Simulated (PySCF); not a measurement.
Species: CO₂.
Bonds: O1–C2 (double), C2–O3 (double).

Method: core-valence-separated Tamm–Dancoff BHandHLYP/aug-pcX-1 in PySCF, non-relativistic, gas phase, PBE0-D3(BJ)/def2-SVP geometry.

Computed oxygen K-edge spectrum, Gaussian lines of 0.6 eV full width, highest printed point 100; it ends one width below the last computed root. BHandHLYP without relativity tends to put these K edges a few eV too low, so spacings mean more than positions.

```
photon energy (eV)  absorption
             532.3           1
             532.4           2
             532.5           5
             532.6          12
             532.7          24
             532.8          44
             532.9          67
             533.0          89
             533.1         100
             533.2          97
             533.3          80
             533.4          57
             533.5          35
             533.6          19
             533.7           9
             533.8           6
             533.9           6
             534.0           8
             534.1          11
             534.2          13
             534.3          14
             534.4          12
             534.5           9
             534.6           6
             534.7           3
             534.8           1
             534.9           1
             535.0           0
             535.1           0
             535.2           0
             535.3           0
             535.4           0
             535.5           0
             535.6           0
             535.7           0
             535.8           0
             535.9           0
             536.0           0
             536.1           0
             536.2           0
             536.3           0
             536.4           1
             536.5           2
```

Task: Where are the maxima, and which lines make them up?

Result: 2 maxima:
- 533.1 eV: O1/O3 (oxygen bonded to C), 533.13 eV, f = 0.161, sum of 4, 1s→π*, 100 % of the height at the exact maximum
- 534.3 eV: O1/O3 (oxygen bonded to C), 534.26 eV, f = 0.022, sum of 2, 100 % of the height at the exact maximum

Roots within 0.03 eV on the same or equivalent atoms count as one line; shares under 12 % aren't listed.

Vibrational structure and lifetime widths aren't in the curve. The ionisation threshold wasn't computed; near and above it a finite basis only mimics Rydberg series and continuum.

The run took about 2.5 s of CPU time (one thread, shared machine).
